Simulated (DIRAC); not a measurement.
**Cl2: B3LYP/dyall-v2z (sfX2C, uncontracted yes)**

We compute a point of an energy scan of Cl2. 

The results are computed with DIRAC 26.1 (patched).

8 further runs of the same task are left out: 8 set aside as unsound or not needed.

### 1 The structure to begin with

The species is Cl2 (2 atoms), meant as a singlet with charge 0.

Bond lengths: Cl1–Cl2 2.256 Å.

### 2 A point of an energy scan at B3LYP/dyall-v2z (sfX2C, uncontracted yes)

Cl2.xyz reads:

```xyz
2

Cl      0.00000000      0.00000000      0.00000000
Cl      0.00000000      0.00000000      2.25606000
```

scf.inp reads:

```
! Kramers-restricted calculation
**DIRAC
.TITLE
 B3LYP on Cl2
.WAVE FUNCTION
**HAMILTONIAN
.X2C
.SPINFREE
.DFT
B3LYP-G
**INTEGRALS
*READIN
.UNCONTRACT
**WAVE FUNCTION
.SCF
**MOLECULE
*BASIS
.DEFAULT
dyall.v2z
*END OF
```

Started as:

```
pam --inp=scf.inp --mol=Cl2.xyz --noarch --mw=122 --aw=276
```

Standard output:

```text
[...]
It.    1    -470.4606219504      0.00D+00  0.00D+00  0.00D+00               0.00816600s   Atom. scrpot
[...]
It.   10    -923.2424406210     -9.09D-13  2.84D-07  2.34D-08   DIIS   8    0.05200000s   LL
[...]
* Convergence after   10 iterations.
[...]
                                   TOTAL ENERGY
                                   ------------
   Charge of molecule : 0
   Electronic energy                        :    -991.02973964990895
   Other contributions to the total energy
   Nuclear repulsion energy                 :      67.78729902893363
[...]
   Total energy                             :    -923.24244062097534
[...]
  * Closed shell, f = 1.0000
  -101.93521760907  ( 2)       -9.57389077521  ( 2)       -7.27938172729  ( 2)       -0.89402231469  ( 2)       -0.44911107296  ( 2)
  * Virtual eigenvalues, f = 0.0000
     0.47899307027  ( 2)        0.55529533139  ( 2)        0.67519951309  ( 2)        0.69644169960  ( 2)        3.77566961852  ( 2)
     8.98822316843  ( 2)       17.30027476122  ( 2)       62.93987948293  ( 2)       65.32131236358  ( 2)      244.38656189400  ( 2)
[...]
  * Closed shell, f = 1.0000
    -7.26318063375  ( 2)       -0.32428186289  ( 2)
  * Virtual eigenvalues, f = 0.0000
     0.53933979477  ( 2)        0.81331783133  ( 2)        3.86011785004  ( 2)       17.36748029436  ( 2)       65.36023301131  ( 2)
   244.41007790971  ( 2)     1082.82216699798  ( 2)
[...]
  * Closed shell, f = 1.0000
    -7.26318063375  ( 2)       -0.32428186289  ( 2)
  * Virtual eigenvalues, f = 0.0000
     0.53933979477  ( 2)        0.81331783133  ( 2)        3.86011785004  ( 2)       17.36748029436  ( 2)       65.36023301131  ( 2)
   244.41007790971  ( 2)     1082.82216699798  ( 2)
[...]
  * Closed shell, f = 1.0000
    -7.26318133278  ( 2)       -0.38550892127  ( 2)
  * Virtual eigenvalues, f = 0.0000
     0.47772346513  ( 2)        0.62205936738  ( 2)        3.82162472609  ( 2)       17.33623350135  ( 2)       65.33773224607  ( 2)
   244.39392276231  ( 2)     1082.81195534052  ( 2)
[...]
  * Closed shell, f = 1.0000
    -7.26318133278  ( 2)       -0.38550892127  ( 2)
  * Virtual eigenvalues, f = 0.0000
     0.47772346513  ( 2)        0.62205936738  ( 2)        3.82162472609  ( 2)       17.33623350135  ( 2)       65.33773224607  ( 2)
   244.39392276231  ( 2)     1082.81195534052  ( 2)
[...]
  * Closed shell, f = 1.0000
  -101.93521838697  ( 2)       -9.57391816858  ( 2)       -7.27935374695  ( 2)       -0.80030642467  ( 2)
  * Virtual eigenvalues, f = 0.0000
    -0.19354755613  ( 2)        0.46068276683  ( 2)        0.65584849487  ( 2)        0.71784942508  ( 2)        1.21687138875  ( 2)
     3.91609374088  ( 2)        9.12702990659  ( 2)       17.41756547856  ( 2)       63.05492900360  ( 2)       65.39486305743  ( 2)
[...]
* HOMO - LUMO gap:
    E(LUMO) :    -0.19354756 au (symmetry B1u)
  - E(HOMO) :    -0.32428186 au (symmetry B3g)
  ------------------------------------------
    gap     :     0.13073431 au
[...]
```

It took 0.8 s on 1 thread of Arm Neoverse V2, shared host; peak memory 0.072 GiB.

### 3 What came out

At B3LYP/dyall-v2z (sfX2C, uncontracted yes):

| quantity | value |
| --- | --- |
| total energy | -923.24244 Eh |
| HOMO energy | -8.82 eV |
| LUMO energy | -5.27 eV |
| HOMO–LUMO gap | 3.56 eV |
